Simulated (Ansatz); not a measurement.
# NO₂F: vertical ionisation energy

One table from this session's results is given with a row withheld; the runs are named, their logs left out.

Program: Ansatz 0.2.0, Gaussian basis. Level of theory: unrestricted cation, the program's frozen cores in correlated methods. These are calculated values, not measurements.

Plan: UKS PBE-D4/def2-TZVPP; UKS r2SCAN-D4/def2-TZVPP; UKS PBE0-D4/def2-TZVPP; UKS B3LYP-D4/def2-TZVPP; UKS wB97X-V/def2-TZVPP; UKS wB97M-V/def2-TZVPP; UKS B2PLYP/def2-TZVPP; UHF-CCSD(T)/def2-TZVPP; UHF-MP2/def2-QZVPP; extrapolation to the limit; then −ε(HOMO) from the neutral's earlier runs with LDA (SPW92), PBE-D4, revPBE-D4, BLYP-D4, r2SCAN-D4, B97M-V, PBE0-D4, B3LYP-D4, r2SCANh-D4, r2SCAN0-D4, HSE06-D4, BHLYP-D4, CAM-B3LYP-D4, LC-ωPBE, ωB97X-V, ωB97M-V.

## The geometry

The geometry comes from an earlier relaxation with PBE0-D4 in a triple-zeta def2 set; it is a stationary point.

4 atoms, charge 0, spin multiplicity 1.

Atoms are counted from 1 here; the program's logs count them from 0.

Bond lengths: O1–N2 1.170 Å, N2–O3 1.170 Å, N2–F4 1.442 Å. Angles: O1–N2–O3 135.6°, O1–N2–F4 112.2°, O3–N2–F4 112.2°.

Coordinates:

```mol
FNO2
  3D, bonds by distance, orders not assigned

  4  3  0  0  0  0  0  0  0  0999 V2000
    0.1883    0.4701    1.1202 O   0  0
    0.0798   -0.0718    0.0892 N   0  0
    0.4766   -1.0686   -0.3770 O   0  0
   -0.7447    0.6703   -0.8323 F   0  0
  1  2  8  0
  2  3  8  0
  2  4  8  0
M  END
```

Set-up of the first run:

Contents of in.yaml:

```yaml
crystal:
  periodic: [false, false, false]
  atoms:
    - {symbol: O, position_ang: [0.188308, 0.470090, 1.120184]}
    - {symbol: N, position_ang: [0.079777, -0.071816, 0.089168]}
    - {symbol: O, position_ang: [0.476620, -1.068612, -0.377039]}
    - {symbol: F, position_ang: [-0.744705, 0.670339, -0.832313]}
basis:
  gaussian: {orbitals: def2-TZVPP}
total_charge: 1
magnetization: {spin_polarized: true, initial_magnetization: 1}
hamiltonian: {xc: pbe, dispersion: d4}
```

Command:

```console
$ ansatz run in.yaml --threads 4 --pin off --events-out ev --progress --plain --max-ram 10444MiB
```

Among the steps run: Cation, UKS PBE-D4/def2-TZVPP; Cation, UKS r2SCAN-D4/def2-TZVPP; Cation, UKS PBE0-D4/def2-TZVPP; Cation, UKS B3LYP-D4/def2-TZVPP; Cation, UKS wB97X-V/def2-TZVPP; Cation, UKS wB97M-V/def2-TZVPP; Cation, UKS B2PLYP (frozen core)/def2-TZVPP; Cation, UHF-CCSD(T)/def2-TZVPP; Cation, UHF-MP2/def2-QZVPP.

One of the session's tables, all rows but one given; the rest of the session is left out.

It belongs to the step «Ionisation energies side by side». Orbital estimates, from the neutral's runs:

```
  functional  −ε(HOMO) (eV)
 LDA (SPW92)           8.69
      PBE-D4           8.44
   revPBE-D4           8.35
     BLYP-D4           8.39
   r2SCAN-D4           8.92
      B97M-V           9.06
     PBE0-D4          10.43
    B3LYP-D4          10.15
  r2SCANh-D4           9.66
  r2SCAN0-D4          10.77
    HSE06-D4          10.01
    BHLYP-D4          12.39
CAM-B3LYP-D4              ?
     LC-ωPBE          13.27
     ωB97X-V          12.94
     ωB97M-V          12.89
```

**Question.** Estimate the row for CAM-B3LYP-D4.

As computed: −ε(HOMO) (eV): 11.99. In the column «−ε(HOMO) (eV)» it lies between r2SCAN0-D4 (10.77) and BHLYP-D4 (12.39).

Caveats from the session: The cation may have settled in a state other than its lowest; no search over hole states beyond the program's own was made.
